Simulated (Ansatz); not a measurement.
The same path of BClFH (4 atoms, charge 0, multiplicity 1) was run twice with different band settings. Lost on the way: B1–H2, B1–F3. Made: H2–F3.

Computed with RKS PBE0-D4/def2-SVPD in Ansatz 0.2.0.

Relaxed end points:

```xyz
4
Properties=species:S:1:pos:R:3
B 0.253 0.000 0.190
H 0.213 0.000 1.388
F 1.408 0.000 -0.442
Cl -1.218 0.000 -0.756
```

```xyz
4
Properties=species:S:1:pos:R:3
B -0.590 0.000 -0.189
H 1.260 0.000 0.539
F 2.144 0.000 0.872
Cl -2.158 0.000 -0.843
```

Common settings: movable images 5; climbing image yes; spring 5.0 eV/Å²; start path through a guess of the saddle point; force threshold 0.05 eV/Å; iteration limit 60; end points relaxed.

| run | optimiser |
| --- | --- |
| 1 | quadratic models (default) |
| 2 | fire |

**Question.** What does each run give, and how far can it be trusted?

**Answer.** Run 1: converged after 13 iterations, highest image 4.701 eV above the first end. Neighbouring images differ by up to 2.7 eV, so the band resolves the path poorly. A vibrational analysis at the climbing image gives one clearly imaginary mode, 1164i cm⁻¹: a first-order saddle point.
Run 2: converged after 49 iterations, highest image 4.701 eV above the first end. Neighbouring images differ by up to 2.5 eV, so the band resolves the path poorly. Another band between the same ends (5 images) ends at a top of the same energy, where a vibrational analysis finds 1 clearly imaginary mode.
The orbitals stay closed-shell, which can raise the energy where a bond breaks towards radicals; this wasn't checked here.
